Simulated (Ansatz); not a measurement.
System: N2H, charge 1, singlet. N2H+ (SMILES N#[NH+]).
B3LYP-D3(BJ)/def2-TZVP minimum from Ansatz (an electronic-structure program):
```xyz
3

N      0.0000     0.0000    -0.4376
N      0.0000     0.0000     0.6484
H      0.0000     0.0000    -1.4756
```
Charge +1, spin multiplicity 1.

Total energies in cc-pVTZ, 10 correlated electrons, 2 frozen orbitals. UHF or UKS for unpaired electrons; spin-orbit terms are left out. Correlated methods leave the cores frozen. No relativity.

```csv
method,program,energy (Eh),minus CCSDT(Q) (mEh)
HF,Ansatz,-109.17830,395.77
MP2,Ansatz,-109.55275,21.33
CCSD,Ansatz,-109.55413,19.94
CCSD(T),Ansatz,-109.57257,1.50
CCSDT(Q),Ansatz,-109.57407,0.00
```

Rough core times of Ansatz's runs on a shared machine: CCSD(T) under 20 s, CCSDT(Q) 90 s.
